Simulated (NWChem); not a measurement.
Polarisability of ammonia (H3N)

SMILES: N
```xyz
4

N      0.0016     0.1283     0.0000
H     -0.4728    -0.2934     0.8124
H     -0.4728    -0.2934    -0.8124
H      0.9343    -0.3110     0.0000
```
Charge 0, spin multiplicity 1.

The numbers come from NWChem runs, not from measurements. Structure: optimised with PBE/def2-SVP, a minimum by its harmonic frequencies.

Basis set: def2-SVPD. The field's frequency is 0.0773 Ha (589 nm).

```csv
method,isotropic polarisability (bohr³),difference from CCSD linear response
LDA (SVWN5),14.91,+0.91
HF,12.82,-1.18
PBE,14.73,+0.73
B3LYP,14.23,+0.23
CCSD linear response,14.00,0.00
```

The values span 2.09 bohr³, from HF (lowest) to LDA (SVWN5) (highest). 

The correlated methods keep 1 core orbital frozen. B3LYP has NWChem's definition, with VWN1-RPA local correlation. Differences from the coupled-cluster row are differences between methods, not errors against experiment.
